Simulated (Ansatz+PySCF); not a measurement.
Results of a calculation; reference values are marked as such.
Input for Ansatz (development build ahead of 0.2.0):

```yaml
crystal:
  periodic: [false, false, false]
  atoms:
    - { symbol: C, position_ang: [0.0, 0.0, -1.33806] }
    - { symbol: C, position_ang: [0.0, 0.0, 0.23163] }
    - { symbol: C, position_ang: [0.0, 0.0, 1.53927] }
    - { symbol: H, position_ang: [0.0, -1.10976, -1.76545] }
    - { symbol: H, position_ang: [-0.96108, 0.55488, -1.76545] }
    - { symbol: H, position_ang: [0.96108, 0.55488, -1.76545] }
    - { symbol: H, position_ang: [0.0, 0.0, 2.69926] }
basis:
  gaussian: { orbitals: def2-SVP }
hamiltonian:
  xc: hf
correlation:
  method: mp2
  frozen_orbitals: { C: 1, H: 0 }
scf:
  omitted_lower_state_checks: [starts, atomic_configurations, cluster_reference, orbital_swaps, given_window_search, neighbouring_geometries, increment]
```

The input is written out in the form of the current development build from the run's settings.

The run gave:

* Converged: yes
* Reference energy: -115.72700 hartree
* Correlation energy: -0.41607 hartree
* Total energy: -116.14307 hartree
* Spin squared of the determinant: 0.000
* Stability test: minimum among restricted orbitals

Messages of the program:
```
unlike orbitals would lower it
```
